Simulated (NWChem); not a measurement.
Basis-set convergence for ammonia (H₃N)

SMILES: N
```xyz
4

N      0.0015     0.1216     0.0000
H     -0.4714    -0.2778     0.8105
H     -0.4714    -0.2778    -0.8105
H      0.9323    -0.2953     0.0000
```
Charge 0, spin multiplicity 1.

Everything below was run with NWChem. Structure: optimised with PBE0/def2-SVP, a minimum by its harmonic frequencies.

Quantity: dipole moment at the level PBE.

The Pople sets run with spherical d functions.

In def2-QZVP the value is 1.58 D. Among 3-21G, 6-31G*, 6-31+G*, def2-SVP, def2-SVPD, aug-pcseg-1, aug-cc-pVDZ, pcseg-2, def2-TZVPP, which is the smallest basis within 0.1 D of it?

def2-SVPD, with 44 functions against 147 (also within reach: aug-pcseg-1, aug-cc-pVDZ, pcseg-2, def2-TZVPP). def2-QZVP isn't the basis-set limit itself, and a small set can land close by cancellation.

| basis | functions | dipole moment (D) |
|---|---|---|
| 3-21G | 15 | 2.16 |
| 6-31G* | 20 | 1.92 |
| 6-31+G* | 24 | 1.95 |
| def2-SVP | 29 | 1.73 |
| def2-SVPD | 44 | 1.57 |
| aug-pcseg-1 | 50 | 1.52 |
| aug-cc-pVDZ | 50 | 1.54 |
| pcseg-2 | 72 | 1.67 |
| def2-TZVPP | 73 | 1.65 |
| def2-QZVP | 147 | 1.58 |
